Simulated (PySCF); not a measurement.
Atom-mapped SMILES (the numbers label the heavy atoms): `[CH2:1]=[CH:2][S-:3]` (H(Xn): hydrogen on atom n). Ha(C1) is cis to S3; Hb(C1) is trans to S3.

Geometry: PBE0-D3(BJ)/def2-SVP; GIAO shifts from PySCF 2.14.0 with density-fitted response routines, gas phase, non-relativistic, averaged over equivalent atoms.

At PBE0/pcSseg-1 (73 basis functions, 2.9 s wall time on 1 thread of an Arm Neoverse V1, shared host):
```json
{"atoms": "C2", "δ (ppm)": "173.4"}
{"atoms": "C1", "δ (ppm)": "95.5"}
{"atoms": "S3", "δ (ppm)": "31.2"}
{"atoms": "H(C2)", "δ (ppm)": "7.43"}
{"atoms": "Ha(C1)", "δ (ppm)": "4.23"}
{"atoms": "Hb(C1)", "δ (ppm)": "3.80"}
```

Referencing at the same level of theory: ¹³C (σref 184.41) and ¹H (σref 31.27) vs TMS; ³³S (σref 495.66) vs CS2.

Q: Predict the values at mPW1PW91/pcSseg-2 on the same geometry.

A: 
```csv
atoms,δ at mPW1PW91/pcSseg-2,change
C2,180.5,+7.1
C1,97.9,+2.4
S3,37.8,+6.6
H(C2),8.17,+0.74
Ha(C1),4.59,+0.36
Hb(C1),3.96,+0.16
```

δ = σ(ref) − σ, references computed at the same level: ¹³C (183.53 ppm) and ¹H (31.29 ppm) vs TMS; ³³S (499.37 ppm) vs CS2.

The largest change is at C2 (alkene CH). Cost: 157 basis functions, 6.6 s wall time on 1 thread of an Arm Neoverse V1, shared host.
